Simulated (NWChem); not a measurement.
The numbers come from NWChem runs, not from measurements. System: H$_{2}$Si, charge 0, spin multiplicity 3, at a geometry optimised with UPBE0/def2-SVP. The structure started from a generated list of species. Its SCF solution wasn't tested for a lower state. Level: UB3LYP/def2-TZVP, VWN1-RPA local correlation.

Input file:

```
start mol
memory heap 200 mb stack 900 mb global 1100 mb
geometry units angstroms nocenter noautoz
  Si     0.000000     0.000000    -0.094703
  H      1.287307     0.000000     0.662923
  H     -1.287307     0.000000     0.662923
  symmetry group C2v
end
basis spherical
  * library def2-tzvp
end
dft
  xc b3lyp
  odft
  mult 3
  semidirect memsize 60000000 filesize 0
  iterations 100
end
task dft energy
```

NWChem printed:

```
             Northwest Computational Chemistry Package (NWChem) 7.3.0
             --------------------------------------------------------

                                NWChem Input Module
                                -------------------

 Scaling coordinates for geometry "geometry" by  1.889725989
 (inverse scale =  0.529177249)

 Turning off AUTOSYM since
 SYMMETRY directive was detected!

                             Geometry "geometry" -> ""
                             -------------------------

 Output coordinates in angstroms (scale by  1.889725989 to convert to a.u.)

  No.       Tag          Charge          X              Y              Z
 ---- ---------------- ---------- -------------- -------------- --------------
    1 Si                  14.0000     0.00000000     0.00000000    -0.09470300
    2 H                    1.0000     1.28730700     0.00000000     0.66292300
    3 H                    1.0000    -1.28730700     0.00000000     0.66292300

 Effective nuclear repulsion energy (a.u.)      10.1251370342

            Nuclear Dipole moment (a.u.)
            ----------------------------
        X                 Y               Z
 ---------------- ---------------- ----------------
     0.0000000000     0.0000000000     0.0000075589

      Symmetry information
      --------------------

 Group name             C2v
 Group number             16
 Group order               4
 No. of unique centers     2

      Symmetry unique atoms

     1    2


 Summary of "ao basis" -> "" (spherical)
 ------------------------------------------------------------------------------
       Tag                 Description            Shells   Functions and Types
 ---------------- ------------------------------  ------  ---------------------
 *                         def2-tzvp                  on all atoms

                                 NWChem DFT Module
                                 -----------------

 Summary of "ao basis" -> "ao basis" (spherical)
 ------------------------------------------------------------------------------
       Tag                 Description            Shells   Functions and Types
 ---------------- ------------------------------  ------  ---------------------
 Si                        def2-tzvp                13       37   5s5p2d1f
 H                         def2-tzvp                 4        6   3s1p

 Summary of "ao basis" -> "ao basis" (spherical)
 ------------------------------------------------------------------------------
       Tag                 Description            Shells   Functions and Types
 ---------------- ------------------------------  ------  ---------------------
 Si                        def2-tzvp                13       37   5s5p2d1f
 H                         def2-tzvp                 4        6   3s1p

      Symmetry analysis of basis
      --------------------------

        a1         21
        a2          4
        b1         14
        b2         10

            General Information
            -------------------
          SCF calculation type: DFT
          Wavefunction type:  spin polarized.
          No. of atoms     :     3
          No. of electrons :    16
           Alpha electrons :     9
            Beta electrons :     7
          Charge           :     0
          Spin multiplicity:     3
          Use of symmetry is: on ; symmetry adaption is: on
          Maximum number of iterations: 100
          AO basis - number of functions:    49
                     number of shells:    21
          Convergence on energy requested:  1.00D-06
          Convergence on density requested:  1.00D-05
          Convergence on gradient requested:  5.00D-04

              XC Information
              --------------
                         B3LYP Method XC Potential
                     Hartree-Fock (Exact) Exchange  0.200
                        Slater Exchange Functional  0.800 local
                    Becke 1988 Exchange Functional  0.720 non-local
              Lee-Yang-Parr Correlation Functional  0.810
                  VWN I RPA Correlation Functional  0.190 local

             Grid Information
             ----------------
          Grid used for XC integration:  medium
          Radial quadrature: Mura-Knowles
          Angular quadrature: Lebedev.
          Tag              B.-S. Rad. Rad. Pts. Rad. Cut. Ang. Pts.
          ---              ---------- --------- --------- ---------
          Si                  1.10       88           7.0       590
          H                   0.35       45           9.0       434
          Grid pruning is: on
          Number of quadrature shells:   133
          Spatial weights used:  Erf1

          Convergence Information
          -----------------------
          Convergence aids based upon iterative change in
          total energy or number of iterations.
          Levelshifting, if invoked, occurs when the
          HOMO/LUMO gap drops below (HL_TOL):  1.00D-02
          DIIS, if invoked, will attempt to extrapolate
          using up to (NFOCK): 10 stored Fock matrices.

                    Damping( 0%)  Levelshifting(0.5)       DIIS
                  --------------- ------------------- ---------------
          dE  on:    start            ASAP                start
          dE off:    2 iters        100 iters           100 iters

      Screening Tolerance Information
      -------------------------------
          Density screening/tol_rho:  1.00D-10
          AO Gaussian exp screening on grid/accAOfunc:  14
          CD Gaussian exp screening on grid/accCDfunc:  20
          XC Gaussian exp screening on grid/accXCfunc:  20
[...]
                     --------     --------     --------
                     a1                5.0          4.0
                     a2                0.0          0.0
                     b1                2.0          2.0
                     b2                2.0          1.0

                    DFT Final Alpha Molecular Orbital Analysis
                    ------------------------------------------

 Vector    7  Occ=1.000000D+00  E=-3.799254D-01  Symmetry=b1
              MO Center= -1.3D-15, -4.8D-16,  4.4D-01, r^2= 2.2D+00
   Bfn.  Coefficient  Atom+Function         Bfn.  Coefficient  Atom+Function
  ----- ------------  ---------------      ----- ------------  ---------------
    15      0.296095  1 Si px                39      0.234678  2 H  s
    45     -0.234678  3 H  s                 38      0.148130  2 H  s
    44     -0.148130  3 H  s                 40      0.140968  2 H  s
    46     -0.140968  3 H  s                  6     -0.130772  1 Si px
    12      0.131179  1 Si px                18      0.080220  1 Si px

 Vector    8  Occ=1.000000D+00  E=-2.646111D-01  Symmetry=a1
              MO Center= -2.9D-15, -4.8D-16, -3.4D-01, r^2= 2.3D+00
   Bfn.  Coefficient  Atom+Function         Bfn.  Coefficient  Atom+Function
  ----- ------------  ---------------      ----- ------------  ---------------
    17      0.425631  1 Si pz                 5     -0.385287  1 Si s
     4     -0.292762  1 Si s                 20      0.230416  1 Si pz
     3      0.164653  1 Si s                 39      0.153549  2 H  s
    45      0.153549  3 H  s                 14      0.151296  1 Si pz
     8     -0.150080  1 Si pz                40      0.145677  2 H  s

 Vector    9  Occ=1.000000D+00  E=-1.983187D-01  Symmetry=b2
              MO Center= -1.5D-15, -1.4D-16, -1.1D-01, r^2= 2.5D+00
   Bfn.  Coefficient  Atom+Function         Bfn.  Coefficient  Atom+Function
  ----- ------------  ---------------      ----- ------------  ---------------
    16      0.537995  1 Si py                19      0.433093  1 Si py
     7     -0.174603  1 Si py                13      0.173341  1 Si py
    10     -0.083224  1 Si py

 Vector   10  Occ=0.000000D+00  E= 1.224465D-02  Symmetry=a1
              MO Center=  2.1D-14, -6.9D-16,  2.7D-01, r^2= 4.1D+00
   Bfn.  Coefficient  Atom+Function         Bfn.  Coefficient  Atom+Function
  ----- ------------  ---------------      ----- ------------  ---------------
     5      1.400086  1 Si s                 40     -1.072394  2 H  s
    46     -1.072394  3 H  s                 20      0.899153  1 Si pz
     4      0.287955  1 Si s                 17      0.228137  1 Si pz
     3     -0.177352  1 Si s                 30     -0.139919  1 Si d  2
    25     -0.118958  1 Si d  2              39     -0.105109  2 H  s

 Vector   11  Occ=0.000000D+00  E= 3.444942D-02  Symmetry=b1
              MO Center= -1.1D-15, -4.7D-16, -5.3D-01, r^2= 4.1D+00
   Bfn.  Coefficient  Atom+Function         Bfn.  Coefficient  Atom+Function
  ----- ------------  ---------------      ----- ------------  ---------------
    18      1.544483  1 Si px                40     -1.171360  2 H  s
    46      1.171360  3 H  s                 15      0.255368  1 Si px
    29      0.152474  1 Si d  1              24      0.146319  1 Si d  1
    12      0.094144  1 Si px                 6     -0.082656  1 Si px
    38     -0.079484  2 H  s                 44      0.079484  3 H  s

 Vector   12  Occ=0.000000D+00  E= 1.383390D-01  Symmetry=a1
              MO Center= -4.2D-14,  3.0D-14,  9.0D-01, r^2= 4.2D+00
   Bfn.  Coefficient  Atom+Function         Bfn.  Coefficient  Atom+Function
  ----- ------------  ---------------      ----- ------------  ---------------
     4      0.949384  1 Si s                 40     -0.846959  2 H  s
    46     -0.846959  3 H  s                 39      0.385762  2 H  s
    45      0.385762  3 H  s                 17      0.339400  1 Si pz
    30      0.329012  1 Si d  2               3     -0.227246  1 Si s
    20     -0.221060  1 Si pz                 5     -0.183322  1 Si s

                     DFT Final Beta Molecular Orbital Analysis
                     -----------------------------------------

 Vector    5  Occ=1.000000D+00  E=-3.641721D+00  Symmetry=b2
              MO Center= -7.5D-16, -3.5D-17, -9.5D-02, r^2= 1.0D-01
   Bfn.  Coefficient  Atom+Function         Bfn.  Coefficient  Atom+Function
  ----- ------------  ---------------      ----- ------------  ---------------
     7      0.714795  1 Si py                10      0.343869  1 Si py
    13      0.078966  1 Si py

 Vector    6  Occ=1.000000D+00  E=-4.905575D-01  Symmetry=a1
              MO Center= -4.2D-15, -2.9D-16,  3.3D-01, r^2= 1.7D+00
   Bfn.  Coefficient  Atom+Function         Bfn.  Coefficient  Atom+Function
  ----- ------------  ---------------      ----- ------------  ---------------
     4      0.558661  1 Si s                  3     -0.333094  1 Si s
     5      0.247408  1 Si s                 39      0.143087  2 H  s
    45      0.143087  3 H  s                 38      0.106078  2 H  s
    44      0.106078  3 H  s                 17      0.091030  1 Si pz
     2      0.080079  1 Si s                  1      0.060121  1 Si s

 Vector    7  Occ=1.000000D+00  E=-3.618071D-01  Symmetry=b1
              MO Center=  2.6D-15,  1.5D-17,  4.4D-01, r^2= 2.2D+00
   Bfn.  Coefficient  Atom+Function         Bfn.  Coefficient  Atom+Function
  ----- ------------  ---------------      ----- ------------  ---------------
    15      0.290816  1 Si px                39      0.228452  2 H  s
    45     -0.228452  3 H  s                 38      0.145249  2 H  s
    40      0.145354  2 H  s                 44     -0.145249  3 H  s
    46     -0.145354  3 H  s                 12      0.132286  1 Si px
     6     -0.130921  1 Si px                18      0.089501  1 Si px

 Vector    8  Occ=0.000000D+00  E=-1.366304D-01  Symmetry=a1
              MO Center=  4.2D-16,  2.5D-18, -4.2D-01, r^2= 2.5D+00
   Bfn.  Coefficient  Atom+Function         Bfn.  Coefficient  Atom+Function
  ----- ------------  ---------------      ----- ------------  ---------------
     5      0.515935  1 Si s                 20     -0.334043  1 Si pz
     4      0.306104  1 Si s                 17     -0.299286  1 Si pz
     3     -0.189894  1 Si s                 40     -0.178082  2 H  s
    46     -0.178082  3 H  s                 39     -0.153280  2 H  s
    45     -0.153280  3 H  s                 14     -0.146564  1 Si pz

 Vector    9  Occ=0.000000D+00  E=-7.955738D-02  Symmetry=b2
              MO Center=  1.3D-19,  2.7D-16, -2.6D-02, r^2= 3.0D+00
   Bfn.  Coefficient  Atom+Function         Bfn.  Coefficient  Atom+Function
  ----- ------------  ---------------      ----- ------------  ---------------
    19      0.596475  1 Si py                16      0.381015  1 Si py
    13      0.170294  1 Si py                 7     -0.156052  1 Si py
    10     -0.074291  1 Si py                27      0.039859  1 Si d -1

 Vector   10  Occ=0.000000D+00  E= 3.506759D-02  Symmetry=a1
              MO Center=  1.9D-14,  3.1D-16,  3.3D-01, r^2= 4.4D+00
   Bfn.  Coefficient  Atom+Function         Bfn.  Coefficient  Atom+Function
  ----- ------------  ---------------      ----- ------------  ---------------
     5      1.538235  1 Si s                 40     -1.209980  2 H  s
    46     -1.209980  3 H  s                 20      0.962437  1 Si pz
     4      0.328909  1 Si s                  3     -0.197033  1 Si s
    17      0.189266  1 Si pz                25     -0.092786  1 Si d  2
    28      0.091054  1 Si d  0              38     -0.088088  2 H  s

   alpha - beta orbital overlaps
   -----------------------------

   alpha      1      2      3      4      5      6      7      8      9     10
    beta      1      2      5      4      3      6      7      8      9     10
 overlap   1.000  1.000  1.000  1.000  1.000  0.993  1.000  0.987  0.990  0.992

   alpha     11     12     13     14     15     16     17     18     19     20
    beta     11     12     13     17     16     15     14     18     19     20
 overlap   0.995  0.993  0.996  0.845  0.705  1.000  0.852  0.714  0.996  0.996

   alpha     21     22     23     24     25     26     27     28     29     30
    beta     21     22     23     26     24     25     27     28     29     31
 overlap   0.998  1.000  0.998  0.981  0.979  0.936  0.939  0.979  0.797  0.857

   alpha     31     32     33     34     35     36     37     38     39     40
    beta     32     30     33     34     35     36     37     38     39     40
 overlap   0.957  0.998  0.998  0.998  0.999  0.999  0.999  1.000  1.000  1.000

   alpha     41     42     43     44     45     46     47     48     49
    beta     41     42     43     44     45     46     47     48     49
 overlap   1.000  1.000  1.000  1.000  1.000  1.000  1.000  1.000  1.000

     --------------------------
     Expectation value of S2:
     --------------------------
      <S2> =      2.0021 (Exact =     2.0000)

 center of mass
 --------------
 x =   0.00000000 y =   0.00000000 z =  -0.08274501

 moments of inertia (a.u.)
 ------------------
           3.853973864718           0.000000000000           0.000000000000
           0.000000000000          15.782232744775           0.000000000000
           0.000000000000           0.000000000000          11.928258880057

     Multipole analysis of the density
     ---------------------------------

     L   x y z        total         alpha         beta         nuclear
     -   - - -        -----         -----         ----         -------
     0   0 0 0     -0.000000     -9.000000     -7.000000     16.000000

     1   1 0 0     -0.000000     -0.000000     -0.000000      0.000000
     1   0 1 0     -0.000000     -0.000000      0.000000      0.000000
     1   0 0 1     -0.031429      0.517422     -0.548859      0.000008

     2   2 0 0    -11.144499    -13.427284     -9.552859     11.835645
     2   1 1 0     -0.000000     -0.000000      0.000000      0.000000
     2   1 0 1     -0.000000     -0.000000      0.000000      0.000000
     2   0 2 0    -12.357785     -9.677073     -2.680712      0.000000
     2   0 1 1      0.000000      0.000000      0.000000      0.000000
     2   0 0 2    -11.102246    -10.448098     -4.241264      3.587116

 Task  times  cpu:        0.5s     wall:        0.5s

 Total times  cpu:        0.5s     wall:        0.5s
```
